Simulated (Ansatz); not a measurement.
Complex (SMILES): F (HF) with F (HF), atoms 1 to 2 the first; geometry from A24 set, monomers rigid:
```xyz
4

H      0.0000     0.8027     1.6953
F      0.0000    -0.0460     1.3403
H      0.0000    -0.1204    -0.4908
F      0.0000     0.0098    -1.4042
```

Basis-set convergence of the uncorrected interaction energy at PBE with Ansatz (a quantum-chemistry and plane-wave program). All functions are spherical. The program fits the integrals of some runs and decomposes those of others, by size. No added dispersion term, no relativity. Functions are those of the species that has most. Reference: the counterpoise-corrected one, the value in aug-cc-pV5Z, -4.62 kcal/mol. Deviations are taken from unrounded values.

```json
[
 {"basis": "pcseg-0", "functions": "22", "uncorrected interaction energy (kcal/mol)": "-12.21", "minus reference (kcal/mol)": "-7.59"},
 {"basis": "pcseg-1", "functions": "38", "uncorrected interaction energy (kcal/mol)": "-7.24", "minus reference (kcal/mol)": "-2.63"},
 {"basis": "aug-pcseg-1", "functions": "64", "uncorrected interaction energy (kcal/mol)": "-5.21", "minus reference (kcal/mol)": "-0.59"},
 {"basis": "pcseg-2", "functions": "88", "uncorrected interaction energy (kcal/mol)": "-5.00", "minus reference (kcal/mol)": "-0.39"},
 {"basis": "aug-pcseg-2", "functions": "138", "uncorrected interaction energy (kcal/mol)": "-4.67", "minus reference (kcal/mol)": "-0.05"},
 {"basis": "pcseg-3", "functions": "186", "uncorrected interaction energy (kcal/mol)": "-4.65", "minus reference (kcal/mol)": "-0.03"},
 {"basis": "aug-pcseg-3", "functions": "268", "uncorrected interaction energy (kcal/mol)": "-4.62", "minus reference (kcal/mol)": "0.00"},
 {"basis": "pcseg-4", "functions": "324", "uncorrected interaction energy (kcal/mol)": "-4.62", "minus reference (kcal/mol)": "0.00"}
]
```

The smallest set listed that lies within 0.2 kcal/mol of the reference with all its larger relatives (same family, alike in diffuse functions; a set with none counts only in the reference's own line) is aug-pcseg-2 (138 functions, -0.05 kcal/mol off).
